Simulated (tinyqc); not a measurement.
CCSD on RHF in the sto-6g basis, for BH3, spin multiplicity 1, step by step. One step of it, computed by the program tinyqc.

Question. Iteration 7 (converged): orbitals. Diagonalise F' = X^T F X, C = X C', fill 4 alpha and 4 beta electrons from the bottom; D = 2 C_occ C_occ^T. Each column has its largest component positive (the first on a tie).

converged F (hartree), order 1B 1s, 1B 2s, 1B 2px, 1B 2py, 1B 2pz, 2H 1s, 3H 1s, 4H 1s:
```
[[-7.521329, -2.113585, 0.000009, 0.000000, -0.000184, -0.577826, -0.578623, -0.578623],
 [-2.113585, -1.062362, 0.000179, 0.000000, 0.003169, -0.577493, -0.577918, -0.577918],
 [0.000009, 0.000179, -0.215857, 0.000000, -0.000004, -0.400154, 0.200249, 0.200249],
 [0.000000, 0.000000, 0.000000, -0.215916, 0.000000, 0.000000, -0.346607, 0.346607],
 [-0.000184, 0.003169, -0.000004, 0.000000, 0.233571, 0.002946, 0.002950, 0.002950],
 [-0.577826, -0.577493, -0.400154, 0.000000, 0.002946, -0.418641, -0.167120, -0.167120],
 [-0.578623, -0.577918, 0.200249, -0.346607, 0.002950, -0.167120, -0.419069, -0.167394],
 [-0.578623, -0.577918, 0.200249, 0.346607, 0.002950, -0.167120, -0.167394, -0.419069]]
```

X, order 1B 1s, 1B 2s, 1B 2px, 1B 2py, 1B 2pz, 2H 1s, 3H 1s, 4H 1s:
```
[[1.031789, -0.175633, 0.000015, 0.000000, 0.000344, 0.024500, 0.024501, 0.024501],
 [-0.175633, 1.457989, -0.000343, 0.000000, -0.004018, -0.359020, -0.359512, -0.359512],
 [0.000015, -0.000343, 1.221133, 0.000000, 0.000004, -0.374710, 0.187649, 0.187649],
 [0.000000, 0.000000, 0.000000, 1.221166, 0.000000, 0.000000, -0.324743, 0.324743],
 [0.000344, -0.004018, 0.000004, 0.000000, 1.000038, 0.003364, 0.003370, 0.003370],
 [0.024500, -0.359020, -0.374710, 0.000000, 0.003364, 1.288025, -0.019220, -0.019220],
 [0.024501, -0.359512, 0.187649, -0.324743, 0.003370, -0.019220, 1.288525, -0.019162],
 [0.024501, -0.359512, 0.187649, 0.324743, 0.003370, -0.019220, -0.019162, 1.288525]]
```

Give: F' = X^T F X; orbital energies; coefficients C; D after iteration 7.

Answer.

F' = X^T F X (hartree):
```
[[-7.3480, -1.1103, 0.0000, 0.0000, 0.0000, -0.0922, -0.0924, -0.0924],
 [-1.1103, -0.1024, -0.0002, 0.0000, -0.0024, -0.4158, -0.4162, -0.4162],
 [0.0000, -0.0002, 0.1748, 0.0000, 0.0000, -0.5011, 0.2508, 0.2508],
 [0.0000, 0.0000, 0.0000, 0.1747, 0.0000, 0.0000, -0.4341, 0.4341],
 [0.0000, -0.0024, 0.0000, 0.0000, 0.2336, 0.0036, 0.0036, 0.0036],
 [-0.0922, -0.4158, -0.5011, 0.0000, 0.0036, 0.0619, -0.0508, -0.0508],
 [-0.0924, -0.4162, 0.2508, -0.4341, 0.0036, -0.0508, 0.0621, -0.0508],
 [-0.0924, -0.4162, 0.2508, 0.4341, 0.0036, -0.0508, -0.0508, 0.0621]]
```

orbital energies (hartree): [-7.5238, -0.6733, -0.4709, -0.4709, 0.2336, 0.7072, 0.7584, 0.7585]

coefficients C, order 1B 1s, 1B 2s, 1B 2px, 1B 2py, 1B 2pz, 2H 1s, 3H 1s, 4H 1s:
```
[[0.9942, -0.2200, 0.0000, -0.0001, -0.0035, -0.2457, 0.0021, 0.0000],
 [0.0248, 0.5462, 0.0000, 0.0004, 0.0169, 1.4982, -0.0134, 0.0000],
 [0.0000, -0.0003, 0.0000, 0.5086, 0.0000, 0.0098, 1.2013, 0.0000],
 [0.0000, 0.0000, 0.5087, 0.0000, 0.0000, 0.0000, 0.0000, 1.2014],
 [0.0000, -0.0018, 0.0000, 0.0000, 0.9999, -0.0196, 0.0002, 0.0000],
 [-0.0044, 0.2825, 0.0000, 0.5155, -0.0053, -0.7636, -1.0005, 0.0000],
 [-0.0044, 0.2829, 0.4463, -0.2575, -0.0053, -0.7512, 0.5103, -0.8725],
 [-0.0044, 0.2829, -0.4463, -0.2575, -0.0053, -0.7512, 0.5103, 0.8725]]
```

D after iteration 7, order 1B 1s, 1B 2s, 1B 2px, 1B 2py, 1B 2pz, 2H 1s, 3H 1s, 4H 1s:
```
[[2.0737, -0.1910, 0.0000, 0.0000, 0.0007, -0.1332, -0.1332, -0.1332],
 [-0.1910, 0.5979, 0.0001, 0.0000, -0.0020, 0.3089, 0.3086, 0.3086],
 [0.0000, 0.0001, 0.5174, 0.0000, 0.0000, 0.5243, -0.2621, -0.2621],
 [0.0000, 0.0000, 0.0000, 0.5175, 0.0000, 0.0000, 0.4541, -0.4541],
 [0.0007, -0.0020, 0.0000, 0.0000, 0.0000, -0.0010, -0.0010, -0.0010],
 [-0.1332, 0.3089, 0.5243, 0.0000, -0.0010, 0.6912, -0.1056, -0.1056],
 [-0.1332, 0.3086, -0.2621, 0.4541, -0.0010, -0.1056, 0.6911, -0.1057],
 [-0.1332, 0.3086, -0.2621, -0.4541, -0.0010, -0.1056, -0.1057, 0.6911]]
```
